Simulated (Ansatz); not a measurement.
# C2H6FPS: shift of H10 from P5 to S4, part 2 of 2

How high is the barrier for the shift of H10 from P5 to S4? Relax the two ends, then run a nudged elastic band between them. SMILES of the start: CC(F)SP.

Ansatz 0.2.0; RKS BHLYP-D4/cc-pVDZ.

### Step 6. Vibrations at the top

The geometry is the highest inner image of the first converged band.

input.yaml reads:

```yaml
crystal:
  periodic: [false, false, false]
  atoms:
    - { symbol: C, position_ang: [0.767736, -0.964123, 0.368233] }
    - { symbol: C, position_ang: [-0.149838, 0.094123, 0.909403] }
    - { symbol: F, position_ang: [-1.440487, -0.345544, 0.877962] }
    - { symbol: S, position_ang: [-0.069804, 1.706979, -0.001093] }
    - { symbol: P, position_ang: [-0.907543, 1.242786, -2.16232] }
    - { symbol: H, position_ang: [0.59482, -1.892217, 0.91837] }
    - { symbol: H, position_ang: [1.810483, -0.665722, 0.495309] }
    - { symbol: H, position_ang: [0.564442, -1.138578, -0.690664] }
    - { symbol: H, position_ang: [0.08163, 0.363285, 1.9425] }
    - { symbol: H, position_ang: [0.701011, 1.167522, -1.03739] }
    - { symbol: H, position_ang: [-1.88705, 0.374491, -1.599609] }
basis:
  gaussian: { orbitals: cc-pVDZ }
hamiltonian:
  xc: { name: BHLYP }
  dispersion: d4
phonons: {}
```

Started as:

```console
ansatz run input.yaml --threads 2 --pin off --max-ram 3072MiB --backend cpu --events-out ev --progress --plain --runs-dir out
```

Standard output, shortened:

```text
Warning: RAYON_NUM_THREADS=2 ignored (pool sized by the plan → 2); use --threads N
[...]
Functional definition: BHLYP
[...]
1185 factors; integrals over basis functions are off by at most 3.6e-4 eV
[...]
mean field -25007.81171583 eV, -919.0201296533 hartree, gradient 5.9e-5 eV, S^2 0.000000; 0 other end points of the search recorded, 0 dependent functions left out
[...]
reference -25007.81188390 eV, -919.0201358295 hartree; 29, 29 occupied and 79, 79 virtual orbitals, 1185 factors
[...]
1185 factors; integrals over basis functions are off by at most 3.7e-4 eV
mean field -25007.81156634 eV, -919.0201241595 hartree, gradient 2.7e-6 eV, S^2 0.000000; 0 other end points of the search recorded, 0 dependent functions left out
[...]
reference -25007.81173442 eV, -919.0201303364 hartree; 29, 29 occupied and 79, 79 virtual orbitals, 1185 factors
[...]
1185 factors; integrals over basis functions are off by at most 3.6e-4 eV
[...]
WARN: phonons: modes at or below zero, which the zero-point energy, F, S and C_V leave out: 1, the lowest at -844.40 cm⁻¹. A minimum has none, and a first-order saddle one
[...]
Atom 2 at    -1.440487    -0.345544     0.877962 Å, force    -0.024431    -0.012341     0.001432 eV/Å
Atom 3 at    -0.069804     1.706979    -0.001093 Å, force    -0.015758    -0.023905     0.001705 eV/Å
Atom 4 at    -0.907543     1.242786    -2.162320 Å, force     0.005640     0.007889    -0.009205 eV/Å
Atom 5 at     0.594820    -1.892217     0.918370 Å, force    -0.003219     0.006990     0.002269 eV/Å
Atom 6 at     1.810483    -0.665722     0.495309 Å, force    -0.000150    -0.005656     0.000154 eV/Å
Atom 7 at     0.564442    -1.138578    -0.690664 Å, force     0.000204    -0.002698    -0.000280 eV/Å
Atom 8 at     0.081630     0.363285     1.942500 Å, force     0.001559     0.002755     0.008428 eV/Å
Atom 9 at     0.701011     1.167522    -1.037390 Å, force     0.001545     0.000808     0.003867 eV/Å
Atom 10 at    -1.887050     0.374491    -1.599609 Å, force     0.003520     0.000990     0.011547 eV/Å
Dipole moment:     0.515804    -0.267978     0.559734 e Å
Vibrations: -844.40 62.62 138.17 235.47 271.49 311.56 360.59 385.97 502.39 655.92 778.84 949.46 1010.42 1073.39 1178.56 1192.38 1335.10 1405.92 1455.10 1505.77 1523.50 2254.93 2448.86 3135.87 3181.28 3224.91 3233.22 cm⁻¹, zero-point energy 2.096057 eV
```

It took 2.1 min on 2 threads of Arm Neoverse V2, shared host; peak memory 0.25 GiB.

Of 27 modes, 1 is imaginary by more than 30 cm⁻¹ (844i cm⁻¹).

### Step 7. Dynamics from the top

It starts at the highest inner image of the first converged band: 200 steps of 0.5 fs at constant energy, with velocities drawn for 300 K.

Edit input.yaml of step 6 so:

```diff
@@ -19,2 +19,8 @@
   dispersion: d4
-phonons: {}
+md:
+  timestep: 0.5
+  n_steps: 200
+  ensemble: nve
+  temperature: 300.0
+  initial_velocities: maxwell_boltzmann
+  seed: 3271
```

Started as:

```console
ansatz run input.yaml --threads 2 --pin off --max-ram 3072MiB --backend cpu --events-out ev --progress --plain --runs-dir out
```

Standard output, shortened:

```text
Warning: RAYON_NUM_THREADS=2 ignored (pool sized by the plan → 2); use --threads N
[...]
[... 1 set-up line as earlier in the session ...]
[...]
1185 factors; integrals over basis functions are off by at most 3.6e-4 eV
[...]
mean field -25007.81171583 eV, -919.0201296533 hartree, gradient 5.9e-5 eV, S^2 0.000000; 0 other end points of the search recorded, 0 dependent functions left out
[...]
reference -25007.81188390 eV, -919.0201358295 hartree; 29, 29 occupied and 79, 79 virtual orbitals, 1185 factors
md step     0: t =     0.00 fs  T =   300.0 K  F+E_penalty+E_count = -25008.14272031 eV  E_kin = 0.349002 eV  conserved = -25007.79371831 eV  (31 SCF iters)
[...]
md step    15: t =     7.50 fs  T =   180.4 K  F+E_penalty+E_count = -25008.00238218 eV  E_kin = 0.209812 eV  conserved = -25007.79257036 eV  (31 SCF iters)
[...]
md step    30: t =    15.00 fs  T =   365.8 K  F+E_penalty+E_count = -25008.21880172 eV  E_kin = 0.425501 eV  conserved = -25007.79330084 eV  (35 SCF iters, 3 dispersion substeps)
[...]
md step    45: t =    22.50 fs  T =   473.4 K  F+E_penalty+E_count = -25008.34384858 eV  E_kin = 0.550779 eV  conserved = -25007.79306957 eV  (34 SCF iters, 3 dispersion substeps)
[...]
md step    60: t =    30.00 fs  T =   362.6 K  F+E_penalty+E_count = -25008.21486692 eV  E_kin = 0.421780 eV  conserved = -25007.79308704 eV  (36 SCF iters, 3 dispersion substeps)
md step    61: t =    30.50 fs  T =   361.4 K  F+E_penalty+E_count = -25008.21369781 eV  E_kin = 0.420397 eV  conserved = -25007.79330087 eV  (36 SCF iters, 3 dispersion substeps)
```

### Step 8. The log goes on: dynamics from the highest image of the converged band

The log, continued, shortened:

```text
md step    62: t =    31.00 fs  T =   357.7 K  F+E_penalty+E_count = -25008.20955237 eV  E_kin = 0.416134 eV  conserved = -25007.79341787 eV  (37 SCF iters, 3 dispersion substeps)
[...]
md step    81: t =    40.50 fs  T =   353.9 K  F+E_penalty+E_count = -25008.20484033 eV  E_kin = 0.411659 eV  conserved = -25007.79318087 eV  (35 SCF iters, 3 dispersion substeps)
[...]
md step   100: t =    50.00 fs  T =   588.6 K  F+E_penalty+E_count = -25008.47768870 eV  E_kin = 0.684782 eV  conserved = -25007.79290637 eV  (34 SCF iters, 3 dispersion substeps)
[...]
md step   119: t =    59.50 fs  T =   547.5 K  F+E_penalty+E_count = -25008.42991242 eV  E_kin = 0.636914 eV  conserved = -25007.79299860 eV  (34 SCF iters, 3 dispersion substeps)
[...]
md step   138: t =    69.00 fs  T =   361.1 K  F+E_penalty+E_count = -25008.21314846 eV  E_kin = 0.420076 eV  conserved = -25007.79307222 eV  (34 SCF iters, 3 dispersion substeps)
md step   139: t =    69.50 fs  T =   379.7 K  F+E_penalty+E_count = -25008.23465976 eV  E_kin = 0.441670 eV  conserved = -25007.79299026 eV  (34 SCF iters, 3 dispersion substeps)
md step   140: t =    70.00 fs  T =   401.1 K  F+E_penalty+E_count = -25008.25953684 eV  E_kin = 0.466581 eV  conserved = -25007.79295626 eV  (34 SCF iters, 3 dispersion substeps)
```

### Step 9. The log goes on: dynamics from the highest image of the converged band

The log, continued, shortened:

```text
md step   141: t =    70.50 fs  T =   425.8 K  F+E_penalty+E_count = -25008.28831943 eV  E_kin = 0.495321 eV  conserved = -25007.79299795 eV  (34 SCF iters, 3 dispersion substeps)
[...]
md step   156: t =    78.00 fs  T =   620.3 K  F+E_penalty+E_count = -25008.51542329 eV  E_kin = 0.721629 eV  conserved = -25007.79379458 eV  (33 SCF iters, 3 dispersion substeps)
[...]
md step   171: t =    85.50 fs  T =   286.8 K  F+E_penalty+E_count = -25008.12626449 eV  E_kin = 0.333692 eV  conserved = -25007.79257225 eV  (28 SCF iters, 3 dispersion substeps)
[...]
md step   186: t =    93.00 fs  T =   576.8 K  F+E_penalty+E_count = -25008.46452960 eV  E_kin = 0.670976 eV  conserved = -25007.79355348 eV  (34 SCF iters, 3 dispersion substeps)
[...]
Atom 1 at    -0.208744     0.090110     0.886542 Å, force     2.055874    -0.551357     0.232766 eV/Å
Atom 2 at    -1.440742    -0.406728     0.902988 Å, force    -0.647668     0.194355    -0.116366 eV/Å
Atom 3 at    -0.087453     1.668966    -0.049116 Å, force    -0.611399     0.752512    -1.162153 eV/Å
Atom 4 at    -0.902641     1.211705    -2.094720 Å, force     0.674709    -0.524528     0.273548 eV/Å
Atom 5 at     0.909261    -1.757827     0.986361 Å, force    -0.111383     0.080032    -0.073436 eV/Å
Atom 6 at     1.754305    -0.456560     0.140533 Å, force     0.284493     0.176827     0.154861 eV/Å
Atom 7 at     0.437117    -1.296060    -0.695627 Å, force     0.152278     0.484630     1.108663 eV/Å
Atom 8 at     0.103621     0.373107     1.902266 Å, force    -0.283773    -0.073025    -0.056529 eV/Å
Atom 9 at     1.301994     1.644851    -0.075872 Å, force    -0.803019    -0.039241    -0.025802 eV/Å
Atom 10 at    -1.707809     2.367958    -2.261183 Å, force     0.059699     0.345661     0.615572 eV/Å
Dipole moment:     0.654472    -0.069171     0.731250 e Å
```

Wall time 9.7 min (2 threads of Arm Neoverse V2, shared host); peak memory 0.25 GiB.

### Step 10. The trajectory

The trajectory, every 11 steps (energies from step 0):

```csv
time (fs),T (K),potential energy change (meV/atom),total energy change (meV/atom),H10–P5 (Å),H10–S4 (Å)
0.0,300,0.0,0.00,1.96,1.40
5.5,198,10.8,0.05,2.07,1.36
11.0,285,1.7,0.03,2.23,1.38
16.5,388,-9.2,0.05,2.50,1.33
22.0,479,-18.9,0.04,2.89,1.39
27.5,414,-12.0,0.06,3.17,1.35
33.0,314,-1.4,0.08,3.35,1.36
38.5,302,-0.1,0.09,3.35,1.34
44.0,439,-14.6,0.07,3.25,1.35
49.5,569,-28.3,0.08,3.06,1.38
55.0,719,-44.3,0.04,2.76,1.35
60.5,481,-19.1,0.07,2.54,1.37
66.0,267,3.5,0.08,2.46,1.33
71.5,482,-19.2,0.04,2.65,1.40
77.0,642,-36.2,-0.01,2.92,1.40
82.5,380,-8.5,0.04,3.12,1.39
88.0,374,-7.8,0.04,3.23,1.40
93.5,590,-30.6,0.02,3.18,1.36
99.0,657,-37.7,0.01,3.06,1.39
100.0,624,-34.2,0.04,3.02,1.39
```

time (fs), T (K) and a bar:
```
      0.0        300 ######
      4.5        208 
      8.5        201 
     13.0        311 ######
     17.5        397 ###########
     21.5        484 ################
     26.0        467 ###############
     30.5        361 #########
     35.0        307 ######
     39.0        307 ######
     43.5        427 #############
     48.0        539 ###################
     52.0        678 ###########################
     56.5        724 ##############################
     61.0        453 ##############
     65.0        259 ###
     69.5        380 ##########
     74.0        587 ######################
     78.5        598 #######################
     82.5        380 ##########
     87.0        330 #######
     91.5        515 ##################
     95.5        620 ########################
    100.0        624 ########################
```

The last frame stands with the bonds of end B.

### Step 11. Dynamics from the top

It starts at the highest inner image of the first converged band: 200 steps of 0.5 fs at constant energy, with velocities drawn for 100 K.

Edit input.yaml of step 7 so:

```diff
@@ -23,4 +23,4 @@
   ensemble: nve
-  temperature: 300.0
+  temperature: 100.0
   initial_velocities: maxwell_boltzmann
-  seed: 3271
+  seed: 3272
```

Started as:

```console
ansatz run input.yaml --threads 2 --pin off --max-ram 3072MiB --backend cpu --events-out ev --progress --plain --runs-dir out
```

Standard output, shortened:

```text
Warning: RAYON_NUM_THREADS=2 ignored (pool sized by the plan → 2); use --threads N
[...]
[... 1 set-up line as earlier in the session ...]
[...]
1185 factors; integrals over basis functions are off by at most 3.6e-4 eV
[...]
mean field -25007.81171583 eV, -919.0201296533 hartree, gradient 5.9e-5 eV, S^2 0.000000; 0 other end points of the search recorded, 0 dependent functions left out
[...]
reference -25007.81188390 eV, -919.0201358295 hartree; 29, 29 occupied and 79, 79 virtual orbitals, 1185 factors
md step     0: t =     0.00 fs  T =   100.0 K  F+E_penalty+E_count = -25008.14272031 eV  E_kin = 0.116334 eV  conserved = -25008.02638631 eV  (31 SCF iters)
[...]
md step    26: t =    13.00 fs  T =    55.6 K  F+E_penalty+E_count = -25008.09025160 eV  E_kin = 0.064624 eV  conserved = -25008.02562742 eV  (30 SCF iters)
[...]
md step    52: t =    26.00 fs  T =   169.8 K  F+E_penalty+E_count = -25008.22374427 eV  E_kin = 0.197546 eV  conserved = -25008.02619790 eV  (30 SCF iters)
[...]
md step    78: t =    39.00 fs  T =   455.3 K  F+E_penalty+E_count = -25008.55539844 eV  E_kin = 0.529641 eV  conserved = -25008.02575788 eV  (33 SCF iters, 3 dispersion substeps)
[...]
md step   102: t =    51.00 fs  T =   344.6 K  F+E_penalty+E_count = -25008.42704765 eV  E_kin = 0.400934 eV  conserved = -25008.02611361 eV  (34 SCF iters, 3 dispersion substeps)
md step   103: t =    51.50 fs  T =   348.8 K  F+E_penalty+E_count = -25008.43202926 eV  E_kin = 0.405763 eV  conserved = -25008.02626583 eV  (31 SCF iters, 3 dispersion substeps)
```

### Step 12. More of the same log: dynamics from the highest image of the converged band

The log, continued, shortened:

```text
md step   104: t =    52.00 fs  T =   350.1 K  F+E_penalty+E_count = -25008.43362928 eV  E_kin = 0.407331 eV  conserved = -25008.02629825 eV  (34 SCF iters, 3 dispersion substeps)
[...]
md step   128: t =    64.00 fs  T =   561.4 K  F+E_penalty+E_count = -25008.67922098 eV  E_kin = 0.653128 eV  conserved = -25008.02609250 eV  (34 SCF iters, 3 dispersion substeps)
[...]
md step   152: t =    76.00 fs  T =   109.9 K  F+E_penalty+E_count = -25008.15351593 eV  E_kin = 0.127882 eV  conserved = -25008.02563439 eV  (26 SCF iters, 3 dispersion substeps)
[...]
md step   176: t =    88.00 fs  T =   460.6 K  F+E_penalty+E_count = -25008.56229294 eV  E_kin = 0.535835 eV  conserved = -25008.02645840 eV  (35 SCF iters, 3 dispersion substeps)
[...]
Atom 1 at    -0.184145     0.060329     0.914297 Å, force    -0.083613     0.447739     0.139579 eV/Å
Atom 2 at    -1.441874    -0.461751     0.818772 Å, force     0.688308     0.692334    -0.326883 eV/Å
Atom 3 at    -0.038190     1.671966    -0.139813 Å, force    -1.608936    -0.465772     0.449976 eV/Å
Atom 4 at    -0.995309     1.257918    -2.091566 Å, force     0.794095     0.265179     0.283089 eV/Å
Atom 5 at     0.796461    -1.856307     1.196309 Å, force    -0.182977     0.694134    -0.416272 eV/Å
Atom 6 at     1.853497    -0.536652     0.628110 Å, force    -0.301435    -0.055856     0.028256 eV/Å
Atom 7 at     0.719804    -1.272927    -0.485429 Å, force    -0.240291    -0.227632    -0.696640 eV/Å
Atom 8 at    -0.072092     0.457201     1.927088 Å, force     0.107345    -0.167183    -0.011463 eV/Å
Atom 9 at     1.271419     1.966322     0.141777 Å, force     0.166650    -0.633867    -0.420484 eV/Å
Atom 10 at    -1.434304     2.620851    -2.040427 Å, force    -0.097209    -0.213384     0.024369 eV/Å
Dipole moment:     0.683626    -0.090991     0.724278 e Å
```

Wall time 9.2 min (2 threads of Arm Neoverse V2, shared host); peak memory 0.25 GiB.

### Step 13. The trajectory

One step in 15; energies are changes from step 0:

```csv
time (fs),T (K),potential energy change (meV/atom),total energy change (meV/atom),H10–P5 (Å),H10–S4 (Å)
0.0,100,0.0,0.00,1.96,1.40
7.5,49,5.4,0.07,1.97,1.40
15.0,73,2.8,0.02,1.97,1.39
22.5,93,0.8,0.06,2.06,1.37
30.0,294,-20.5,0.03,2.37,1.34
37.5,477,-39.9,0.01,2.89,1.39
45.0,395,-31.1,0.05,3.17,1.34
52.5,348,-26.2,0.02,3.22,1.36
60.0,492,-41.4,0.05,3.09,1.37
67.5,517,-44.1,-0.02,2.84,1.37
75.0,117,-1.7,0.08,2.63,1.38
82.5,344,-25.8,0.00,2.69,1.36
90.0,416,-33.4,0.04,3.02,1.41
97.5,328,-24.1,0.03,3.21,1.36
100.0,327,-24.0,0.03,3.26,1.37
```

time (fs), T (K) and a bar:
```
      0.0        100 ###
      4.5         74 #
      8.5         53 
     13.0         56 
     17.5         54 
     21.5         97 ###
     26.0        170 #######
     30.5        323 ################
     35.0        461 ########################
     39.0        455 ########################
     43.5        412 ######################
     48.0        369 ###################
     52.0        350 ##################
     56.5        402 #####################
     61.0        528 ############################
     65.0        553 ##############################
     69.5        402 #####################
     74.0        154 ######
     78.5        162 #######
     82.5        344 #################
     87.0        460 ########################
     91.5        391 ####################
     95.5        325 ################
    100.0        327 ################
```

The last frame stands with the bonds of end B.

### Step 14. What came out

The summary covers parts 1 to 2.

| quantity | value |
| --- | --- |
| end A | 9 moves, 0.242 eV lower |
| end B | 13 moves, 2.435 eV lower |
| barrier forwards | 2.73 eV |
| barrier backwards | 0.82 eV |
| second end relative to first | +1.908 eV |
| highest image | 3 of 0 to 6, climbing |
| band iterations | 12 |
| imaginary modes at the top | 844i cm⁻¹ |
| trajectory at 300 K, after 100 fs | with the bonds of end B, at 624 K |
| trajectory at 100 K, after 100 fs | with the bonds of end B, at 327 K |

Along this path the system climbs 2.73 eV from the first end (106 kT at 300 K); with a typical attempt rate of 10^13 per second that is roughly 10^-33 events a second. Going back costs 0.82 eV, since the second end is 1.91 eV above the first. By distance, end A alone has P5–H10 and end B alone has S4–H10. One imaginary mode, as a first-order saddle point has. Zero-point energy and entropy are left out. Tunnelling, which matters where hydrogen moves, is missing too.
